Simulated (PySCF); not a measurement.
PySCF input (BP86/def2-SVP):

```python
from pyscf import gto, dft

mol = gto.M(
    atom='''
    O     0.01896663   -0.71043085    0.00501195
    C    -0.00767407    0.70487061   -0.00510197
    C     1.32701526   -1.23358840   -0.00630597
    C    -1.44885685    1.16522519    0.00822254
    H     0.53191605    1.09348631    0.87107085
    H     0.51138476    1.08044940   -0.89918082
    H     1.24509694   -2.31950930    0.00264131
    H     1.87638747   -0.92393236   -0.90539463
    H     1.89703806   -0.91081970    0.87514254
    H    -1.97905540    0.78806055   -0.86721785
    H    -1.95854557    0.80108383    0.90118280
    H    -1.49886130    2.25558362    0.00077261
    ''',
    basis='def2-svp',
    charge=0,
    spin=0,
    verbose=4,
)

mf = dft.RKS(mol, xc='bp86')
mf.grids.level = 3
mf.conv_tol = 1e-9
mf.max_cycle = 100
mf.max_memory = 1500
mf.kernel()
if not mf.converged:
    mf = mf.newton()
    mf.kernel(mf.make_rdm1())
mf.dip_moment()
```

Output:

```
PySCF version 2.14.0

[INPUT] verbose = 4
[INPUT] num. atoms = 12
[INPUT] num. electrons = 34
[INPUT] charge = 0
[INPUT] spin (= nelec alpha-beta = 2S) = 0
[INPUT] symmetry False subgroup None
[INPUT] Mole.unit = angstrom
[INPUT] Symbol           X                Y                Z      unit          X                Y                Z       unit  Magmom
[INPUT]  1 O      0.018966630000  -0.710430850000   0.005011950000 AA    0.035841736206  -1.342519736942   0.009471212850 Bohr   0.0
[INPUT]  2 C     -0.007674070000   0.704870610000  -0.005101970000 AA   -0.014501890561   1.332012406155  -0.009641325996 Bohr   0.0
[INPUT]  3 C      1.327015260000  -1.233588400000  -0.006305970000 AA    2.507695404518  -2.331144226440  -0.011916556250 Bohr   0.0
[INPUT]  4 C     -1.448856850000   1.165225190000   0.008222540000 AA   -2.737942640200   2.201956482544   0.015538348648 Bohr   0.0
[INPUT]  5 H      0.531916050000   1.093486310000   0.871070850000 AA    1.005175655760   2.066389646861   1.646085341592 Bohr   0.0
[INPUT]  6 H      0.511384760000   1.080449400000  -0.899180820000 AA    0.966377140676   2.041753457451  -1.699205486262 Bohr   0.0
[INPUT]  7 H      1.245096940000  -2.319509300000   0.002641310000 AA    2.352892215134  -4.383237320382   0.004991352510 Bohr   0.0
[INPUT]  8 H      1.876387470000  -0.923932360000  -0.905394630000 AA    3.545858421866  -1.745979118023  -1.710947885352 Bohr   0.0
[INPUT]  9 H      1.897038060000  -0.910819700000   0.875142540000 AA    3.584882381276  -1.721199781859   1.653779720556 Bohr   0.0
[INPUT] 10 H     -1.979055400000   0.788060550000  -0.867217850000 AA   -3.739872691342   1.489218609074  -1.638804226834 Bohr   0.0
[INPUT] 11 H     -1.958545570000   0.801083830000   0.901182800000 AA   -3.701114729780   1.513829041518   1.702988680169 Bohr   0.0
[INPUT] 12 H     -1.498861300000   2.255583620000   0.000772610000 AA   -2.832437355710   4.262435292855   0.001460021301 Bohr   0.0

nuclear repulsion = 133.614663988484
number of shells = 48
number of NR pGTOs = 152
number of NR cGTOs = 96
basis = def2-svp
ecp = {}

******** <class 'pyscf.dft.rks.RKS'> ********
method = RKS
initial guess = minao
damping factor = 0
level_shift factor = 0
DIIS = <class 'pyscf.scf.diis.CDIIS'>
diis_start_cycle = 1
diis_space = 8
diis_damp = 0
SCF conv_tol = 1e-09
SCF conv_tol_grad = None
SCF max_cycles = 100
direct_scf = True
direct_scf_tol = 1e-13
XC library pyscf.dft.libxc version 7.1.2
    S. Lehtola, C. Steigemann, M. J. T. Oliveira, and M. A. L. Marques,  SoftwareX 7, 1–5 (2018)
XC functionals = bp86
    A. D. Becke,  Phys. Rev. A 38, 3098 (1988)
    J. P. Perdew,  Phys. Rev. B 33, 8822 (1986)
    J. P. Perdew,  Phys. Rev. B 34, 7406–7406 (1986)
radial grids:
    Treutler-Ahlrichs [JCP 102, 346 (1995); DOI:10.1063/1.469408] (M4) radial grids

becke partition: Becke, JCP 88, 2547 (1988); DOI:10.1063/1.454033
pruning grids: <function nwchem_prune>
grids dens level: 3
symmetrized grids: False
atomic radii adjust function: <function treutler_atomic_radii_adjust>
small_rho_cutoff = 0
Set gradient conv threshold to 3.16228e-05
Initial guess from minao.
tot grids = 134904
init E= -194.26722928374
  HOMO = -0.329452086138102  LUMO = -0.00588832413275586  gap/eV = 8.80462
cycle= 1 E= -194.096014205978  delta_E= 0.171  |g|= 0.646  |ddm|= 3.26
  HOMO = -0.0557233963342521  LUMO = 0.0662404964938794  gap/eV = 3.31881
cycle= 2 E= -193.848162564156  delta_E= 0.248  |g|= 1.27  |ddm|= 2.42
  HOMO = -0.213314354399693  LUMO = 0.0487070383667727  gap/eV = 7.12997
cycle= 3 E= -194.185301635992  delta_E= -0.337  |g|= 0.148  |ddm|= 1.84
  HOMO = -0.20650603876747  LUMO = 0.0414975012016745  gap/eV = 6.74852
cycle= 4 E= -194.189526086479  delta_E= -0.00422  |g|= 0.0558  |ddm|= 0.161
  HOMO = -0.206137548456721  LUMO = 0.0423237327604546  gap/eV = 6.76098
cycle= 5 E= -194.190253397232  delta_E= -0.000727  |g|= 0.00833  |ddm|= 0.0519
  HOMO = -0.206390905526735  LUMO = 0.042357639981264  gap/eV = 6.76879
cycle= 6 E= -194.190268974825  delta_E= -1.56e-05  |g|= 0.00273  |ddm|= 0.00885
  HOMO = -0.206454318276731  LUMO = 0.0423585381451757  gap/eV = 6.77054
cycle= 7 E= -194.190270756876  delta_E= -1.78e-06  |g|= 0.000486  |ddm|= 0.00262
  HOMO = -0.206480858535079  LUMO = 0.0423459142397768  gap/eV = 6.77092
cycle= 8 E= -194.190270805831  delta_E= -4.9e-08  |g|= 8.53e-05  |ddm|= 0.000508
  HOMO = -0.206488223178239  LUMO = 0.0423438404729706  gap/eV = 6.77107
cycle= 9 E= -194.190270807819  delta_E= -1.99e-09  |g|= 1.48e-05  |ddm|= 0.000116
  HOMO = -0.206491631923884  LUMO = 0.0423414369103585  gap/eV = 6.77109
cycle= 10 E= -194.190270807856  delta_E= -3.65e-11  |g|= 9.21e-06  |ddm|= 2.5e-05
  HOMO = -0.206489743639958  LUMO = 0.0423422728999454  gap/eV = 6.77106
Extra cycle  E= -194.190270807834  delta_E= 2.23e-11  |g|= 1.36e-05  |ddm|= 2.3e-05
converged SCF energy = -194.190270807834
Dipole moment(X, Y, Z, Debye):  0.86939,  0.63933, -0.01479
```
